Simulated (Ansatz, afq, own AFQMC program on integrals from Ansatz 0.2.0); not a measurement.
# NH2S, doublet in cc-pVDZ, levels against CCSDT(Q)

| atom | x (Å) | y (Å) | z (Å) |
| --- | --- | --- | --- |
| N | 0.0000 | -0.1657 | 0.9753 |
| S | 0.0000 | 0.0861 | -0.4435 |
| H | 0.0000 | 0.7625 | 1.4068 |
| H | 0.0000 | -1.1995 | -0.8502 |

Connectivity, by distances: NH–SH.

Basis cc-pVDZ. Only valence electrons are correlated. Ansatz 0.2.0 and our own AFQMC program on the same integrals; the CISD trial comes from CCSD amplitudes, and released means the phaseless constraint is let go. Free AFQMC starts from the CCSD state and is never constrained. Its projection time is finite, and what remains of the start isn't in its error. Error bars are statistical, one sigma.

Determinant: UHF, the one that the program's search chose, which needn't be the lowest solution. The geometry is a point of a scan.

No full CI on the walks' own integrals is used here; CCSDT(Q) serves as the reference and is uncertain by about the last step of the cluster series.

```
T1 diagnostic                               : 0.0179
weight of the determinant in the CISD state : 0.883
⟨S²⟩ of the determinant                     : 0.766
size of the correlated space                : 13 electrons in 36 orbitals
```

Reference: CCSDT(Q), correlation energy -8.633 eV. The released energy is read at 1.62 1/Eh, later times being too noisy (meV from the phaseless value at times in 1/Eh: 1 ± 14 at 0.24, 6 ± 10 at 0.51, -8 ± 14 at 0.99, -14 ± 18 at 1.62, -3 ± 24 at 2.40).

| level | E − E(reference) (kJ/mol) | share of correlation (%) |
| --- | --- | --- |
| HF | 833.0 | 0.00 |
| MP2 | 98.3 | 88.20 |
| CCSD | 24.9 | 97.01 |
| CCSD(T) | 3.5 | 99.58 |
| CCSDT | 1.8 | 99.78 |
| ph-AFQMC/HF | 3.2 ± 5.2 | 99.62 |
| ph-AFQMC/CISD | 0.1 ± 1.1 | 99.99 |
| released AFQMC | -1.3 ± 1.8 | 100.15 |
| free AFQMC | 0.0 ± 1.8 | 100.00 |

Free projections are given only where their last times agree within the noise and don't stop above the reference; a slow remainder of the start can still hide under it. A walk keeps the symmetry of its determinant, which the program's search chose and which needn't be the lowest solution, so a lower state of the same spin and another symmetry isn't excluded. Released energies are given only where the last usable release times agree within the noise; a slower fall can still hide under it.
